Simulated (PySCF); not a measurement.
C$_{3}$H$_{5}$, charge -2, doublet, geometry from GFN2-xTB of the parent state (a state made from the parent by changing its charge; the spin is typed, not shown lowest) (in this run its highest filled SCF level lies above zero, so its values depend strongly on the basis, on diffuse functions most of all); BLYP/def2-SVP run with PySCF.

Here is a job for PySCF.
```python
from pyscf import gto, scf, dft

mol = gto.M(
    atom='''
C    -0.01075075    0.96016996    0.09341244
C     0.75577748   -0.34450835    0.02662440
C    -0.74825136   -0.36088374    0.02184688
H    -0.01259673    1.43179750   -0.94199642
H     1.25539163   -0.74361368   -0.87634220
H     1.26166067   -0.70938769    0.92963389
H    -1.25179611   -0.73675342    0.92164993
H    -1.23331166   -0.77070990   -0.88424753
''',
    basis='def2-svp',
    charge=-2,
    spin=1,
    verbose=4,
)

mf = dft.UKS(mol)
mf.xc = 'blyp'
mf.kernel()
```

What the program printed (banner, timings and long lists left out):

```
PySCF version 2.14.0

[INPUT] verbose = 4
[INPUT] num. atoms = 8
[INPUT] num. electrons = 25
[INPUT] charge = -2
[INPUT] spin (= nelec alpha-beta = 2S) = 1
[INPUT] symmetry False subgroup None
[INPUT] Mole.unit = angstrom
[INPUT] Symbol           X                Y                Z      unit          X                Y                Z       unit  Magmom
[INPUT]  1 C     -0.010750750000   0.960169960000   0.093412440000 AA   -0.020315973134   1.814458257435   0.176523928227 Bohr   0.0
[INPUT]  2 C      0.755777480000  -0.344508350000   0.026624400000 AA    1.428212448314  -0.651026429126   0.050312824231 Bohr   0.0
[INPUT]  3 C     -0.748251360000  -0.360883740000   0.021846880000 AA   -1.413990142733  -0.681971431409   0.041284619876 Bohr   0.0
[INPUT]  4 H     -0.012596730000   1.431797500000  -0.941996420000 AA   -0.023804369765   2.705705140837  -1.780115244121 Bohr   0.0
[INPUT]  5 H      1.255391630000  -0.743613680000  -0.876342200000 AA    2.372346359771  -1.405226197680  -1.656046749399 Bohr   0.0
[INPUT]  6 H      1.261660670000  -0.709387690000   0.929633890000 AA    2.384193128435  -1.340548450238   1.756753448214 Bohr   0.0
[INPUT]  7 H     -1.251796110000  -0.736753420000   0.921649930000 AA   -2.365551811696  -1.392262185137   1.741665950425 Bohr   0.0
[INPUT]  8 H     -1.233311660000  -0.770709900000  -0.884247530000 AA   -2.330621263633  -1.456430632491  -1.670985658023 Bohr   0.0

nuclear repulsion = 68.4062279838302
number of shells = 33
number of NR pGTOs = 107
number of NR cGTOs = 67
basis = def2-svp
ecp = {}

******** <class 'pyscf.dft.uks.UKS'> ********
method = UKS
initial guess = minao
damping factor = 0
level_shift factor = 0
DIIS = <class 'pyscf.scf.diis.CDIIS'>
diis_start_cycle = 1
diis_space = 8
diis_damp = 0
SCF conv_tol = 1e-09
SCF conv_tol_grad = None
SCF max_cycles = 50
direct_scf = True
direct_scf_tol = 1e-13
number electrons alpha = 13  beta = 12
XC library pyscf.dft.libxc version 7.1.2
    S. Lehtola, C. Steigemann, M. J. T. Oliveira, and M. A. L. Marques,  SoftwareX 7, 1–5 (2018)
XC functionals = blyp
    A. D. Becke,  Phys. Rev. A 38, 3098 (1988)
    C. Lee, W. Yang, and R. G. Parr,  Phys. Rev. B 37, 785 (1988)
    B. Miehlich, A. Savin, H. Stoll, and H. Preuss,  Chem. Phys. Lett. 157, 200 (1989)
radial grids:
    Treutler-Ahlrichs [JCP 102, 346 (1995); DOI:10.1063/1.469408] (M4) radial grids

becke partition: Becke, JCP 88, 2547 (1988); DOI:10.1063/1.454033
pruning grids: <function nwchem_prune>
grids dens level: 3
symmetrized grids: False
atomic radii adjust function: <function treutler_atomic_radii_adjust>
small_rho_cutoff = 0
Set gradient conv threshold to 3.16228e-05
tot grids = 91400
init E= -117.15156449345

cycle= 1 E= -116.479599898769  delta_E= 0.672  |g|= 0.574  |ddm|=  5.5
cycle= 2 E= -114.797183228389  delta_E= 1.68  |g|=  1.4  |ddm|= 30.6
cycle= 3 E= -116.619222695661  delta_E= -1.82  |g|= 0.361  |ddm|= 31.3
cycle= 4 E= -116.704431734316  delta_E= -0.0852  |g|= 0.143  |ddm|= 9.58
cycle= 5 E= -116.716558245951  delta_E= -0.0121  |g|= 0.0251  |ddm|= 1.08
cycle= 6 E= -116.716673139655  delta_E= -0.000115  |g|= 0.021  |ddm|= 1.24
cycle= 7 E= -116.717070196372  delta_E= -0.000397  |g|= 0.0071  |ddm|= 0.987
cycle= 8 E= -116.717122047082  delta_E= -5.19e-05  |g|= 0.00254  |ddm|= 0.394
cycle= 9 E= -116.717128617868  delta_E= -6.57e-06  |g|= 0.000537  |ddm|= 0.0582
cycle= 10 E= -116.717128851136  delta_E= -2.33e-07  |g|= 9.93e-05  |ddm|= 0.00992
cycle= 11 E= -116.717128860665  delta_E= -9.53e-09  |g|= 3.04e-05  |ddm|= 0.00197
cycle= 12 E= -116.717128859344  delta_E= 1.32e-09  |g|= 5.01e-05  |ddm|= 0.00256
cycle= 13 E= -116.717128861413  delta_E= -2.07e-09  |g|= 6.32e-06  |ddm|= 0.00183
cycle= 14 E= -116.717128861444  delta_E= -3.14e-11  |g|= 1.91e-06  |ddm|= 0.000159
Extra cycle  E= -116.717128861433  delta_E= 1.09e-11  |g|= 3.61e-06  |ddm|= 0.000175
converged SCF energy = -116.717128861433  <S^2> = 0.75179919  2S+1 = 2.0017984
```
